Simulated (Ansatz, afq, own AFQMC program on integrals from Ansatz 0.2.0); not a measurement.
SiHCl, triplet in cc-pVTZ, levels against CCSDT(Q)

```yaml
atoms:
  - { symbol: Cl, position_ang: [0.0000, 0.0000, -1.7103] }
  - { symbol: H, position_ang: [0.0000, 0.0000, -0.0913] }
  - { symbol: Si, position_ang: [0.0000, 0.0000, 1.8017] }
```

Connectivity, by distances: ClH ··· Si.

Basis cc-pVTZ. Noble-gas cores (and the filled d shells of Ga–Kr and In–Xe) are frozen. Ansatz 0.2.0 and our own AFQMC program on the same integrals; the CISD trial comes from CCSD amplitudes, and released means the phaseless constraint is let go. Error bars are statistical, one sigma.

Determinant: UHF, the one that the program's search chose, which needn't be the lowest solution. The geometry is a point of a scan.

No full CI on the walks' own integrals is used here; CCSDT(Q) serves as the reference and is uncertain by about the last step of the cluster series.

Cautions: lower spins were not checked; the released energies move by 1.5 errors or more from one time to the next, so no released level is given (meV from the phaseless value at times in 1/Eh: -4 ± 5 at 0.24, -8 ± 6 at 0.51, -6 ± 4 at 0.99, -2 ± 4 at 1.62, -25 ± 6 at 2.40), though the last usable value meets CCSDT(Q) within the noise.

* T1 diagnostic: 0.0160
* weight of the determinant in the CISD state: 0.851
* ⟨S²⟩ of the determinant: 2.048
* size of the correlated space: 12 electrons in 72 orbitals

```tsv
level	correlation energy (eV)
MP2	-7.3298
CCSD	-8.3524
CCSD(T)	-8.6953
```

Q: Estimate where phaseless AFQMC with a CISD trial lies against CCSD(T) on the same integrals.

A: 4.1 ± 0.5 kJ/mol below CCSD(T).

Reference: CCSDT(Q), correlation energy -8.753 eV.

| level | E − E(reference) (kJ/mol) | share of correlation (%) |
| --- | --- | --- |
| CCSD(T) | 5.6 | 99.34 |
| CCSDT | 1.7 | 99.80 |
| ph-AFQMC/CISD | 1.4 ± 0.5 | 99.83 |

A walk keeps the symmetry of its determinant, which the program's search chose and which needn't be the lowest solution, so a lower state of the same spin and another symmetry isn't excluded.
